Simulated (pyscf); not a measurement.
PySCF, gas phase, ωB97X-D3(BJ)/def2-SVP geometries.

Q: For F–SiH₃ + H₂ -> SiH₄ + HF, a four-centre exchange (singlet surface; F–Si, H–H broken, H–Si, F–H formed), PBE/def2-TZVP gives ΔE‡ = 49.9 kcal/mol and ΔE = +24.5 kcal/mol (zero: the separated reactants). In which direction and how far do PBE0-D3(BJ)/def2-TZVP, M06-2X/def2-TZVP, ωB97M-D3(BJ)/def2-TZVP move these?

A: PBE0-D3(BJ): ΔE‡ = 53.6 kcal/mol, ΔE = +23.9 kcal/mol; M06-2X: ΔE‡ = 61.3 kcal/mol, ΔE = +28.3 kcal/mol; ωB97M-D3(BJ): ΔE‡ = 57.2 kcal/mol, ΔE = +25.9 kcal/mol. PBE's barrier lies under all of them, by 3.7 to 11.4 kcal/mol. Its reaction energy lies among theirs. Low barriers are usual for a GGA, whose delocalisation error favours stretched bonds. This is the saddle that the search found; another between the same sides may lie lower.
